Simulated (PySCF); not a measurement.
# Highest orbital energy against ionisation energy along the alkaline earths

Calculated with PySCF 2.14, no spin-orbit coupling. Each cell gives −ε(HOMO) / ΔSCF in eV; NIST values include spin-orbit coupling, (s) semi-empirical, (t) theoretical.

```tsv
species	UHF	LDA	PBE	PBE0	r2SCAN	NIST (lowest levels)
Be (dyall-av2z, non-relativistic)	8.418 / 8.045	5.604 / 9.027	5.611 / 9.002	6.495 / 8.975	5.751 / 8.791	9.323
Mg (dyall-av2z, non-relativistic)	6.886 / 6.607	4.775 / 7.724	4.701 / 7.616	5.427 / 7.546	4.808 / 7.369	7.646
Ca (dyall-av2z, non-relativistic)	5.321 / 5.118	3.848 / 6.213	3.755 / 6.072	4.319 / 5.996	3.817 / 5.813	6.113
Sr (dyall-av2z, non-relativistic)	4.857 / 4.673	3.587 / 5.781	3.478 / 5.618	3.993 / 5.536	3.523 / 5.355	5.695
```

**Question.** How far is −ε(HOMO) from ΔSCF on average for each method, and why?

**Answer.** UHF 0.26 eV; LDA -2.73 eV; PBE -2.69 eV; PBE0 -1.95 eV; r2SCAN -2.36 eV. Hartree-Fock orbital energies lack relaxation and so exceed the ΔSCF value; semilocal functionals have convex E(N) from self-interaction, so their HOMO lies far too high; exact exchange moves hybrids part of the way back.
